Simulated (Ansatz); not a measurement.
# SnH2⁺, doublet: vertical spin and charge gaps

Geometry (PBE0/def2-TZVP stationary point for this spin, not checked as a minimum):

```xyz
3

Sn    0.0000    0.0000    0.0000
H     0.0000    0.0000   -1.6554
H     0.0000    0.0000    1.6554
```

Basis def2-TZVPP with its core potentials; Ansatz 0.2.0. Correlated methods freeze the noble-gas cores and the filled d shells of p-block atoms. Prefix R: restricted or restricted open-shell reference; prefix U: unrestricted. Active spaces: valence = (5e, 6o) chosen from the atoms' valence shells. No spin–orbit coupling is included; scalar relativity enters through the core potentials alone.

Gaps are energies of the second state less the first, at fixed atoms, for a selection of the levels run; each method lands on the state that its own search finds for that charge and spin.

Quartet less doublet: 5.555 eV at UCCSDT(Q).

| level | gap (eV) | error (meV) |
| --- | --- | --- |
| UHF | 4.966 | -589 |
| UMP2 | 5.477 | -78 |
| UCCSD | 5.557 | 2 |
| CASSCF (valence space) | 5.481 | -74 |
| NEVPT2 (valence space) | 5.528 | -27 |
| MRCISD (valence space) | 5.573 | 18 |
| MRCISD+Q (valence space) | 5.571 | 16 |
| PBE | 5.326 | -229 |
| PBE0 | 5.360 | -195 |
| RPA-PBE | 5.386 | -169 |

Functionals correlate the shells that the reference freezes, so part of their error here is the reference's.

Full CI isn't at hand for all of this; UCCSDT(Q) serves as the reference, and is uncertain by about the last step of the cluster series. The frozen core follows each run's orbitals, which can shift R against U totals by a few meV for light atoms and by up to 0.1 eV past Ca.
